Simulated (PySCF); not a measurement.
# C2H6Si: the cost of one run

Method: levels as typed in each script, gas phase, geometry from GFN2-xTB; program: PySCF 2.14.0.

## (1) Starting geometry

SMILES `C=C[SiH3]`, 9 atoms, charge 0, spin multiplicity 1.

Bond lengths: C1–C2 1.324 Å, C1–H4 1.079 Å, C1–H5 1.080 Å, C2–Si3 1.881 Å, C2–H6 1.085 Å, Si3–H7 1.467 Å, Si3–H8 1.463 Å, Si3–H9 1.466 Å. Angles: C2–C1–H4 121.6°, C2–C1–H5 122.8°, H4–C1–H5 115.6°, C1–C2–Si3 125.2°, C1–C2–H6 118.0°, Si3–C2–H6 116.8°, C2–Si3–H7 108.8°, C2–Si3–H8 109.8°, C2–Si3–H9 108.9°, H7–Si3–H8 110.0°, H7–Si3–H9 109.3°, H8–Si3–H9 110.0°.

Coordinates:

```xyz
9
C2H6Si
C    -1.7559   -0.2761    0.0001
C    -0.6925    0.5118   -0.0002
Si    1.0937   -0.0782   -0.0001
H    -1.6632   -1.3506    0.0004
H    -2.7667    0.1052   -0.0001
H    -0.8537    1.5844   -0.0002
H     1.7638    0.4408    1.1968
H     1.1323   -1.5408   -0.0009
H     1.7653    0.4416   -1.1946
```

## (2) Excited states (PBE0/6-311g**)

Input file input.py:

```python
import numpy as np
from pyscf import gto, scf, dft, tdscf
from pyscf.scf import atom_ks, atom_hf
from scipy.linalg import block_diag

def solve(mol, dm0=None, hcore=None):
    mf = (dft.UKS if mol.spin else dft.RKS)(mol, xc='pbe0')
    mf.grids.level = 3
    mf = mf.density_fit(auxbasis='def2-universal-jkfit')
    mf.conv_tol, mf.max_cycle = 1e-8, 80
    if hcore is not None:
        mf.get_hcore = lambda *args: hcore
    mf.kernel(dm0)
    if not mf.converged:
        mf = mf.newton().run(mf.mo_coeff, mf.mo_occ, max_cycle=30)
    assert mf.converged, 'SCF not converged'
    return mf

mol = gto.M(atom='''
C     -1.75589    -0.27610     0.00008
C     -0.69245     0.51181    -0.00017
Si     1.09373    -0.07820    -0.00006
H     -1.66321    -1.35062     0.00042
H     -2.76669     0.10516    -0.00013
H     -0.85371     1.58441    -0.00024
H      1.76384     0.44082     1.19684
H      1.13231    -1.54081    -0.00094
H      1.76527     0.44158    -1.19456
''', basis='6-311g**', charge=0, spin=0, verbose=4)
mf = solve(mol)
td = mf.TDA()
td.nstates, td.singlet, td.conv_tol = 6, False, 1e-5
td.kernel()
td.analyze()
x, y = np.array([p[0] for p in td.xy]), np.array([p[1] + 0 * p[0] for p in td.xy])
f, mu = np.zeros(len(td.e)), np.zeros((len(td.e), 3))
nto = [td.get_nto(state=i + 1, verbose=4) for i in range(len(td.e))]
# spherically averaged free atoms, for the promolecule
atm = atom_ks.get_atm_nrks(mol, xc='pbe0')
pro = block_diag(*[(atm[a[0]][2] * atm[a[0]][3]) @ atm[a[0]][2].T for a in mol._atom])
np.savez('result.npz', e=td.e, f=f, ok=td.converged, w=[n[0] for n in nto], nto=[n[1] for n in nto], x=x, y=y, c=mf.mo_coeff, occ=mf.mo_occ, eps=mf.mo_energy, pro=pro, mu=mu)
```

Run with:

```
$ OMP_NUM_THREADS=1 python input.py
```

What time and memory should one allow on 1 thread of Intel Xeon 6975P-C (Granite Rapids), shared host?

About 59 s, with a peak of 0.55 GiB.
